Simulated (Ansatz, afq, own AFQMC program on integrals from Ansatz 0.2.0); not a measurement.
Two steps: Ansatz 0.2.0 writes the Fock matrix and Cholesky factors of the valence space, and afq projects on them the lowest state that overlaps trial and start.

```yaml
crystal:
  periodic: [false, false, false]
  atoms:
    - {symbol: Al, position_ang: [0.000000, 0.000000, 0.352569]}
    - {symbol: Al, position_ang: [0.000000, 0.000000, -2.324369]}
    - {symbol: H, position_ang: [0.000000, 0.000000, 1.971799]}
basis:
  gaussian: {orbitals: 6-31G}
total_charge: 1
magnetization: {spin_polarized: true, initial_magnetization: 2}
correlation: {method: ccsd_t, electrons: outside_noble_gas, hamiltonian_folder: ham}
```

```sh
$ ansatz run in.yaml --threads 1 --pin off --events-out ev --progress --plain --max-ram 1382MiB
```

afq runs on the folder ham with

```
--method free --trial cisd --walkers 180 --time-step 0.03 --max-blocks 80 --target-error 0.00029 --factor-cut 1e-05 --seed 9033 --times 0,0.3,0.6,1.2,1.8,2.4,3.6,4.8,6 --taylor-order 8
```

Times are imaginary, in 1/Eh. The walk had a cap of 533 s.

afq prints:

```
orbitals 18  electrons 4 2  factors 102 of 308
reference energy -484.05811081 Eh
CCSD correlation -0.06443353 Eh in 13 cycles, weight of the determinant in the CISD state 0.8741
repeat  energy at the last time / Eh  error
    10  -484.125556  0.000277
    20  -484.125528  0.000160
    30  -484.125424  0.000144
time / (1/Eh)  energy / Eh  error  mean overlap
  0.00  -484.122556  0.000037  1.1446
  0.30  -484.123224  0.000040  1.1488
  0.60  -484.123687  0.000053  1.1526
  1.20  -484.124457  0.000051  1.1501
  1.80  -484.124878  0.000083  1.1541
  2.40  -484.125124  0.000094  1.1513
  3.60  -484.125318  0.000097  1.1606
  4.80  -484.125246  0.000109  1.1818
  6.00  -484.125421  0.000139  1.1696
energy -484.125421 +/- 0.000139 Eh
```

The run passed its tests (error under three times the target), which doesn't prove that it has relaxed.

Against this walk (error 3.8 meV) on the same determinant: CCSD(T) 29.4 meV higher, CCSDT(Q) 5.0 meV lower (within the noise), CCSDTQ 5.9 meV lower (within the noise), full CI (a separate run on its own orbitals, whose frozen core shifts it by up to a few meV) 5.7 meV lower (within the noise). The error is statistical, and a free projection of finite length keeps a remainder of its start.

Cautions: remainder of the start not in the error; another spin lies lower (by 1.31 eV); strong correlation (T1 0.055, weight of the determinant 0.87, largest double 0.13); full CI with its own frozen core.

The walk took 44 s on 1 thread of Arm Neoverse V1, on a shared host. The log's last line is the free-projection energy.

CCSDT and higher add their correlation energy to the determinant of the CCSD(T) run, since their own runs factorise the integrals more tightly (a shift of under 2 meV). A walk keeps the symmetry of its determinant, which the program's search chose and which needn't be the lowest solution, so a lower state of the same spin and another symmetry isn't excluded.
